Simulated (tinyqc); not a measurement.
RHF in the sto-3g basis, for H2O, spin multiplicity 1, step by step. One step of it, computed by the program tinyqc.

Question. Iteration 1: building the Fock matrix. J_ij = sum D_kl (ij|kl), K_ij = sum D_kl (ik|jl); F = H + J - 0.5 K; E = tr D H + tr D J / 2 - 0.25 tr D K + E_nn.

D at the start:
```
            1O 1s      1O 2s    1O 2px     1O 2py     1O 2pz      2H 1s      3H 1s
1O 1s    2.143248  -0.487622  0.000000   0.000000   0.015729  -0.017311  -0.017311
1O 2s   -0.487622   2.081705  0.000000   0.000000  -0.081517   0.045902   0.045902
1O 2px   0.000000   0.000000  1.308264   0.000000   0.000000   0.000000   0.000000
1O 2py   0.000000   0.000000  0.000000   1.145844   0.000000   0.120562  -0.120562
1O 2pz   0.015729  -0.081517  0.000000   0.000000   1.248342   0.054502   0.054502
2H 1s   -0.017311   0.045902  0.000000   0.120562   0.054502   0.999576   0.060170
3H 1s   -0.017311   0.045902  0.000000  -0.120562   0.054502   0.060170   0.999576
```

core Hamiltonian H = T + V (hartree):
```
             1O 1s      1O 2s     1O 2px     1O 2py     1O 2pz      2H 1s      3H 1s
1O 1s   -32.685022  -7.604308   0.000000   0.000000  -0.015951  -1.619164  -1.619164
1O 2s    -7.604308  -9.302007   0.000000   0.000000  -0.189716  -3.531409  -3.531409
1O 2px    0.000000   0.000000  -7.430790   0.000000   0.000000   0.000000   0.000000
1O 2py    0.000000   0.000000   0.000000  -7.592885   0.000000  -2.062015   2.062015
1O 2pz   -0.015951  -0.189716   0.000000   0.000000  -7.500671  -1.408796  -1.408796
2H 1s    -1.619164  -3.531409   0.000000  -2.062015  -1.408796  -4.927798  -1.308849
3H 1s    -1.619164  -3.531409   0.000000   2.062015  -1.408796  -1.308849  -4.927798
```

Two-electron integrals (ij|kl) in chemists' order, unique and non-zero (hartree):
```
(11|11) 4.785065    (21|11) 0.741380    (21|21) 0.136873    (22|11) 1.118947
(22|21) 0.256633    (22|22) 0.817206    (31|31) 0.024477    (32|31) 0.037809
(32|32) 0.180518    (33|11) 1.115814    (33|21) 0.256684    (33|22) 0.817023
(33|33) 0.880159    (41|41) 0.024477    (42|41) 0.037809    (42|42) 0.180518
(43|43) 0.047444    (44|11) 1.115814    (44|21) 0.256684    (44|22) 0.817023
(44|33) 0.785270    (44|44) 0.880159    (51|51) 0.024477    (52|51) 0.037809
(52|52) 0.180518    (53|53) 0.047444    (54|54) 0.047444    (55|11) 1.115814
(55|21) 0.256684    (55|22) 0.817023    (55|33) 0.785270    (55|44) 0.785270
(55|55) 0.880159    (61|11) 0.159007    (61|21) 0.029103    (61|22) 0.054201
(61|33) 0.054097    (61|41) 0.001122    (61|42) 0.002098    (61|44) 0.054320
(61|51) 0.000737    (61|52) 0.001377    (61|54) 0.000146    (61|55) 0.054193
(61|61) 0.006269    (62|11) 0.381751    (62|21) 0.088630    (62|22) 0.311883
(62|33) 0.306627    (62|41) 0.005555    (62|42) 0.042203    (62|44) 0.317439
(62|51) 0.003647    (62|52) 0.027710    (62|54) 0.007099    (62|55) 0.311288
(62|61) 0.019204    (62|62) 0.146618    (63|31) 0.009335    (63|32) 0.054120
(63|43) 0.008798    (63|53) 0.005777    (63|63) 0.021045    (64|11) 0.227986
(64|21) 0.053622    (64|22) 0.201505    (64|33) 0.192335    (64|41) 0.012284
(64|42) 0.079986    (64|44) 0.216703    (64|51) 0.001937    (64|52) 0.016984
(64|54) 0.010223    (64|55) 0.195254    (64|61) 0.012139    (64|62) 0.115062
(64|64) 0.110314    (65|11) 0.149693    (65|21) 0.035208    (65|22) 0.132306
(65|33) 0.126285    (65|41) 0.001937    (65|42) 0.016984    (65|44) 0.130731
(65|51) 0.010607    (65|52) 0.065271    (65|54) 0.011717    (65|55) 0.139755
(65|61) 0.007971    (65|62) 0.075548    (65|64) 0.058613    (65|65) 0.059530
(66|11) 0.517100    (66|21) 0.122008    (66|22) 0.491853    (66|33) 0.471894
(66|41) 0.010024    (66|42) 0.104530    (66|44) 0.513308    (66|51) 0.006582
(66|52) 0.068633    (66|54) 0.027192    (66|55) 0.489748    (66|61) 0.026682
(66|62) 0.289305    (66|64) 0.259255    (66|65) 0.170224    (66|66) 0.774606
(71|11) 0.159007    (71|21) 0.029103    (71|22) 0.054201    (71|33) 0.054097
(71|41) -0.001122   (71|42) -0.002098   (71|44) 0.054320    (71|51) 0.000737
(71|52) 0.001377    (71|54) -0.000146   (71|55) 0.054193    (71|61) 0.006160
(71|62) 0.018532    (71|64) 0.010700    (71|65) 0.007698    (71|66) 0.025423
(71|71) 0.006269    (72|11) 0.381751    (72|21) 0.088630    (72|22) 0.311883
(72|33) 0.306627    (72|41) -0.005555   (72|42) -0.042203   (72|44) 0.317439
(72|51) 0.003647    (72|52) 0.027710    (72|54) -0.007099   (72|55) 0.311288
(72|61) 0.018532    (72|62) 0.116948    (72|64) 0.063497    (72|65) 0.058482
(72|66) 0.187544    (72|71) 0.019204    (72|72) 0.146618    (73|31) 0.009335
(73|32) 0.054120    (73|43) -0.008798   (73|53) 0.005777    (73|63) 0.016161
(73|73) 0.021045    (74|11) -0.227986   (74|21) -0.053622   (74|22) -0.201505
(74|33) -0.192335   (74|41) 0.012284    (74|42) 0.079986    (74|44) -0.216703
(74|51) -0.001937   (74|52) -0.016984   (74|54) 0.010223    (74|55) -0.195254
(74|61) -0.010700   (74|62) -0.063497   (74|64) -0.018855   (74|65) -0.031054
(74|66) -0.090831   (74|71) -0.012139   (74|72) -0.115062   (74|74) 0.110314
(75|11) 0.149693    (75|21) 0.035208    (75|22) 0.132306    (75|33) 0.126285
(75|41) -0.001937   (75|42) -0.016984   (75|44) 0.130731    (75|51) 0.010607
(75|52) 0.065271    (75|54) -0.011717   (75|55) 0.139755    (75|61) 0.007698
(75|62) 0.058482    (75|64) 0.031054    (75|65) 0.044955    (75|66) 0.102490
(75|71) 0.007971    (75|72) 0.075548    (75|74) -0.058613   (75|75) 0.059530
(76|11) 0.131440    (76|21) 0.030757    (76|22) 0.116335    (76|33) 0.113890
(76|44) 0.116509    (76|51) 0.002043    (76|52) 0.018049    (76|55) 0.118484
(76|61) 0.006578    (76|62) 0.052906    (76|64) 0.035950    (76|65) 0.030656
(76|66) 0.105282    (76|71) 0.006578    (76|72) 0.052906    (76|74) -0.035950
(76|75) 0.030656    (76|76) 0.023081    (77|11) 0.517100    (77|21) 0.122008
(77|22) 0.491853    (77|33) 0.471894    (77|41) -0.010024   (77|42) -0.104530
(77|44) 0.513308    (77|51) 0.006582    (77|52) 0.068633    (77|54) -0.027192
(77|55) 0.489748    (77|61) 0.025423    (77|62) 0.187544    (77|64) 0.090831
(77|65) 0.102490    (77|66) 0.316193    (77|71) 0.026682    (77|72) 0.289305
(77|74) -0.259255   (77|75) 0.170224    (77|76) 0.105282    (77|77) 0.774606
```

nuclear repulsion = 8.87807055 hartree

Give: Coulomb J; exchange K; Fock matrix F; total energy of this density.

Answer.

Coulomb J (hartree):
```
          1O 1s   1O 2s  1O 2px   1O 2py  1O 2pz   2H 1s    3H 1s
1O 1s   17.2444  3.2355  0.0000   0.0000  0.0119  0.6888   0.6888
1O 2s    3.2355  8.0509  0.0000   0.0000  0.1386  3.0936   3.0936
1O 2px   0.0000  0.0000  8.0034   0.0000  0.0000  0.0000   0.0000
1O 2py   0.0000  0.0000  0.0000   8.0858  0.0000  2.0076  -2.0076
1O 2pz   0.0119  0.1386  0.0000   0.0000  8.0392  1.3621   1.3621
2H 1s    0.6888  3.0936  0.0000   2.0076  1.3621  5.0782   1.1680
3H 1s    0.6888  3.0936  0.0000  -2.0076  1.3621  1.1680   5.0782
```

exchange K (hartree):
```
         1O 1s   1O 2s  1O 2px   1O 2py  1O 2pz   2H 1s    3H 1s
1O 1s   9.9164  1.6927  0.0000   0.0000  0.0165  0.3989   0.3989
1O 2s   1.6927  2.7973  0.0000   0.0000  0.1416  1.2975   1.2975
1O 2px  0.0000  0.0000  1.7153   0.0000  0.0000  0.0000   0.0000
1O 2py  0.0000  0.0000  0.0000   1.8600  0.0000  0.6523  -0.6523
1O 2pz  0.0165  0.1416  0.0000   0.0000  1.7783  0.4848   0.4848
2H 1s   0.3989  1.2975  0.0000   0.6523  0.4848  1.4321   0.5381
3H 1s   0.3989  1.2975  0.0000  -0.6523  0.4848  0.5381   1.4321
```

Fock matrix F (hartree):
```
           1O 1s    1O 2s   1O 2px   1O 2py   1O 2pz    2H 1s    3H 1s
1O 1s   -20.3989  -5.2152   0.0000   0.0000  -0.0123  -1.1298  -1.1298
1O 2s    -5.2152  -2.6498   0.0000   0.0000  -0.1220  -1.0865  -1.0865
1O 2px    0.0000   0.0000  -0.2850   0.0000   0.0000   0.0000   0.0000
1O 2py    0.0000   0.0000   0.0000  -0.4371   0.0000  -0.3806   0.3806
1O 2pz   -0.0123  -0.1220   0.0000   0.0000  -0.3507  -0.2891  -0.2891
2H 1s    -1.1298  -1.0865   0.0000  -0.3806  -0.2891  -0.5656  -0.4099
3H 1s    -1.1298  -1.0865   0.0000   0.3806  -0.2891  -0.4099  -0.5656
```

total energy of this density = -75.417506 hartree

This density is the starting one; it is not idempotent, so its energy is not variational and may lie below the converged one.
